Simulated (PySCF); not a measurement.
# Cyclopentanone: calculation and literature

Geometry:
| atom | x (Å) | y (Å) | z (Å) |
| --- | --- | --- | --- |
| O1 | -0.400 | 2.522 | -0.091 |
| C2 | -0.212 | 1.336 | -0.047 |
| C3 | 1.141 | 0.641 | -0.136 |
| C4 | 0.868 | -0.806 | 0.264 |
| C5 | -0.574 | -1.050 | -0.201 |
| C6 | -1.285 | 0.264 | 0.106 |
| H7 | 1.463 | 0.711 | -1.190 |
| H8 | 1.895 | 1.174 | 0.461 |
| H9 | 0.926 | -0.909 | 1.361 |
| H10 | 1.584 | -1.522 | -0.165 |
| H11 | -0.586 | -1.237 | -1.289 |
| H12 | -1.038 | -1.923 | 0.280 |
| H13 | -2.164 | 0.496 | -0.512 |
| H14 | -1.618 | 0.301 | 1.159 |

The experiment to reproduce:  Coupling constants: ¹J(C2,C3) 37.2 Hz, ¹J(C3,C4) 34.4 Hz.

No solvent model, fast rotation and ring inversion assumed for equivalent nuclei, relativity neglected, single conformer. B3LYP/pcJ-1 coupling constants (without the spin–dipole term); PBE0/pcSseg-1 with gauge-including orbitals; structure optimised with PBE0-D3(BJ)/def2-SVP; PySCF 2.14.0 with density-fitted response routines.

Task: How close does the calculation come?

Result: 
Coupling constants in Hz:
```tsv
coupling	reference	computed	source
¹J(C2,C3)	37.2	38.9	measured; liquid or solution; F. J. Weigert, PhD thesis, Caltech 1968 (Carbon-13 magnetic resonance spectroscopy)
¹J(C3,C4)	34.4	37.3	measured; liquid or solution; F. J. Weigert, PhD thesis, Caltech 1968 (Carbon-13 magnetic resonance spectroscopy)
```
